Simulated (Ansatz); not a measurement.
# Relaxing chromium (bcc)

The calculation used DFT, RPBE, plane waves (420 eV) with PAW, scalar-relativistic (Ansatz). (PAW data from PBE, frozen cores regenerated.)

k-point mesh 11×11×11, Fermi-Dirac smearing 0.05 eV, starting moments 1.50, -1.50 μB. Cell and atoms relax.

Starting structure:

```
CELL_PARAMETERS angstrom
2.88390 0.00000 0.00000
0.00000 2.88390 0.00000
0.00000 0.00000 2.88390
ATOMIC_POSITIONS crystal
Cr 0.00000 0.00000 0.00000
Cr 0.50000 0.50000 0.50000
```

Q: What cell does the relaxation end in?

A: Im-3m (spin ignored) with a = 2.904 Å; 12.24 Å³ per atom against 11.99 at the start (2.1 %).

Q: How much energy does the relaxation gain?

A: 2.4 meV per atom.

Path of the relaxation (the plane waves are chosen anew near the end, which can shift the energy a little):

```tsv
step	E − E(final) (meV/atom)	V (Å³/atom)	P (GPa)	max force (eV/Å)
0	2.38	11.993	3.11	0.000
1	0.57	12.132	1.31	0.000
2	0.20	12.236	0.09	0.000
3	0.20	12.243	0.00	0.000
4	0.00	12.243	0.01	0.000
```

Q: Which magnetic state does it end in?

A: antiferromagnetic, largest moment 1.39 μB in the atomic sphere; moments 1.39, -1.39 μB.

Real chromium orders in an incommensurate spin-density wave, which this two-atom cell only mimics.
